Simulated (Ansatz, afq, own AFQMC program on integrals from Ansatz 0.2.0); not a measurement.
# AlPH, doublet in 6-31G, levels against full CI

```xyz
3

Al    0.0000    0.0000    0.4625
P     0.0000    0.0000   -2.5065
H     0.0000    0.0000    2.0439
```

Connectivity, by distances: AlH ··· P.

Basis 6-31G. Noble-gas cores (and the filled d shells of Ga–Kr and In–Xe) are frozen. Integrals, coupled cluster, full CI and functionals: Ansatz 0.2.0; the random walks run on the same integrals in our own AFQMC program. ph-AFQMC/CISD is guided by a CISD state made of CCSD amplitudes; releasing the constraint for a short imaginary time cuts its bias at the price of noise, slowly where states lie close. Error bars are statistical, one sigma.

Determinant: UHF, the one that the program's search chose, which needn't be the lowest solution. The geometry is a point of a scan.

Full CI on the same integrals is exact in this basis and with this determinant's frozen core.

Cautions: strong correlation (T1 0.128, weight of the determinant 0.59, largest double 0.24); unrestricted determinant spin contaminated (⟨S²⟩ 2.25 against 0.75); the released energies are still falling, so no released level is given (meV from the phaseless value at times in 1/Eh: -1 ± 5 at 0.24, -7 ± 4 at 0.51, -11 ± 5 at 0.99, -17 ± 4 at 1.62, -22 ± 5 at 2.40), though the last usable value meets full CI within the noise; the next higher spin lies close (full CI puts it 135 meV above).

The T1 diagnostic is 0.1276. The weight of the determinant in the CISD state is 0.590. The ⟨S²⟩ of the determinant is 2.246 and the size of the correlated space is 9 electrons in 18 orbitals.

Reference: full CI, correlation energy -2.241 eV. The cautions show a poor starting determinant, so the rows tell how each method copes with it here, and full CI is the sure value.

```json
{"level": "HF", "E − E(reference) (kJ/mol)": "216.2", "share of correlation (%)": "0.00"}
{"level": "MP2", "E − E(reference) (kJ/mol)": "114.9", "share of correlation (%)": "46.84"}
{"level": "CCSD", "E − E(reference) (kJ/mol)": "21.3", "share of correlation (%)": "90.14"}
{"level": "CCSD(T)", "E − E(reference) (kJ/mol)": "9.9", "share of correlation (%)": "95.40"}
{"level": "CCSDT", "E − E(reference) (kJ/mol)": "3.3", "share of correlation (%)": "98.48"}
{"level": "CCSDT(Q)", "E − E(reference) (kJ/mol)": "1.3", "share of correlation (%)": "99.40"}
{"level": "CCSDTQ", "E − E(reference) (kJ/mol)": "0.4", "share of correlation (%)": "99.84"}
{"level": "ph-AFQMC/HF", "E − E(reference) (kJ/mol)": "-1.8 ± 1.3", "share of correlation (%)": "100.84"}
{"level": "ph-AFQMC/CISD", "E − E(reference) (kJ/mol)": "2.9 ± 0.5", "share of correlation (%)": "98.67"}
```

CCSDT and higher add their correlation energy to the determinant of the CCSD(T) run, since their own runs factorise the integrals more tightly (a shift of under 2 meV). A walk keeps the symmetry of its determinant, which the program's search chose and which needn't be the lowest solution, so a lower state of the same spin and another symmetry isn't excluded.
